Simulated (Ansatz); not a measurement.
# CH₅AlN+ (SMILES [CH2+][NH][AlH2]): single points off equilibrium

A test off equilibrium: a structure displaced at random from a GFN2-xTB minimum is computed at several levels, and each is set against CCSD(T).

The runs use Ansatz 0.2.0, Gaussian basis; single points in def2-TZVPP.

Correlated methods freeze the cores.

**1. Where the work starts**

8 atoms, charge 1, spin multiplicity 1.

Atoms are counted from 1 here; the program's logs count them from 0.

Bond lengths: C1–N2 1.408 Å, C1–H4 1.013 Å, C1–H5 1.241 Å, N2–Al3 1.858 Å, N2–H6 1.044 Å, Al3–H7 1.576 Å, Al3–H8 1.620 Å. Angles: N2–C1–H4 122.3°, N2–C1–H5 119.6°, H4–C1–H5 117.9°, C1–N2–Al3 116.3°, C1–N2–H6 113.9°, Al3–N2–H6 128.5°, N2–Al3–H7 118.3°, N2–Al3–H8 112.8°, H7–Al3–H8 128.3°.

Coordinates:

```xyz
8

C    -1.0880    0.6880   -0.3583
N     0.2805    0.6160   -0.0344
Al    0.9250   -1.0573    0.4524
H    -1.6782   -0.1338   -0.4011
H    -1.6225    1.7970   -0.5176
H     0.7383    1.5476    0.0799
H     2.4461   -1.1868    0.8428
H    -0.1504   -2.2421    0.1962
```

**2. CCSD(T)/def2-TZVPP**

run/in.yaml

```yaml
crystal:
  periodic: [false, false, false]
  atoms:
    - {symbol: C, position_ang: [-1.088000, 0.688000, -0.358300]}
    - {symbol: N, position_ang: [0.280500, 0.616000, -0.034400]}
    - {symbol: Al, position_ang: [0.925000, -1.057300, 0.452400]}
    - {symbol: H, position_ang: [-1.678200, -0.133800, -0.401100]}
    - {symbol: H, position_ang: [-1.622500, 1.797000, -0.517600]}
    - {symbol: H, position_ang: [0.738300, 1.547600, 0.079900]}
    - {symbol: H, position_ang: [2.446100, -1.186800, 0.842800]}
    - {symbol: H, position_ang: [-0.150400, -2.242100, 0.196200]}
basis:
  gaussian: {orbitals: def2-TZVPP}
total_charge: 1
correlation: {method: ccsd_t}
output: {forces: true}
```

The command line of these runs was not kept.

**3. PBE0-D4/def2-TZVPP**

run/in.yaml: that of step 2 with these lines changed.

```diff
@@ -14,3 +14,3 @@
 total_charge: 1
-correlation: {method: ccsd_t}
-output: {forces: true}
+hamiltonian: {xc: pbe0, dispersion: d4}
+output: {forces: true, orbitals: {seedname: orbitals}}
```

**4. wB97M-V/def2-TZVPP**

run/in.yaml: that of step 3 with these lines changed.

```diff
@@ -14,3 +14,3 @@
 total_charge: 1
-hamiltonian: {xc: pbe0, dispersion: d4}
-output: {forces: true, orbitals: {seedname: orbitals}}
+hamiltonian: {xc: {name: wB97M-V}}
+output: {forces: true}
```

**5. r2SCAN-D4/def2-TZVPP**

run/in.yaml: that of step 4 with these lines changed.

```diff
@@ -14,3 +14,3 @@
 total_charge: 1
-hamiltonian: {xc: {name: wB97M-V}}
+hamiltonian: {xc: r2scan, dispersion: d4}
 output: {forces: true}
```

**6. PBE-D4/def2-TZVPP**

run/in.yaml: that of step 5 with these lines changed.

```diff
@@ -14,3 +14,3 @@
 total_charge: 1
-hamiltonian: {xc: r2scan, dispersion: d4}
+hamiltonian: {xc: pbe, dispersion: d4}
 output: {forces: true}
```

**7. r2SCANh-D4/def2-TZVPP**

run/in.yaml: that of step 6 with these lines changed.

```diff
@@ -14,3 +14,3 @@
 total_charge: 1
-hamiltonian: {xc: pbe, dispersion: d4}
+hamiltonian: {xc: {name: r2SCANh}, dispersion: d4}
 output: {forces: true}
```

**8. SPW92/def2-TZVPP**

run/in.yaml: that of step 7 with these lines changed.

```diff
@@ -14,3 +14,3 @@
 total_charge: 1
-hamiltonian: {xc: {name: r2SCANh}, dispersion: d4}
+hamiltonian: {xc: lda}
 output: {forces: true}
```

(Steps that only read results are left out.)

Q: Predict the outcome of this session. Wanted: energy less free atoms, CCSD(T)/def2-TZVPP; RMS force component; RMS force error; HOMO and LUMO, PBE0-D4; T1 diagnostic.

The runs gave:

| quantity | value |
| --- | --- |
| energy less free atoms, CCSD(T)/def2-TZVPP | -1807.4 kJ/mol |
| RMS force component | 2.310 to 2.454 eV/Å over the methods |
| RMS force error | PBE0-D4 0.235, wB97M-V 0.203, r2SCAN-D4 0.129, PBE-D4 0.153, r2SCANh-D4 0.180, SPW92 0.342 eV/Å |
| HOMO and LUMO, PBE0-D4 | -13.42 and -8.78 eV |
| T1 diagnostic | 0.021 |

Against CCSD(T) the functionals' energies less atoms differ by -385.6 to -28.0 kJ/mol, PBE-D4 by -93.8 kJ/mol. CCSD(T) in triple zeta still lacks some correlation energy of the bonds, so part of these gaps is its own basis error and they don't rank the functionals. On forces the order runs from r2SCAN-D4 to SPW92. Frozen-core CCSD(T) forces in triple zeta carry basis errors of their own, and this is one geometry, so small gaps rank nothing.
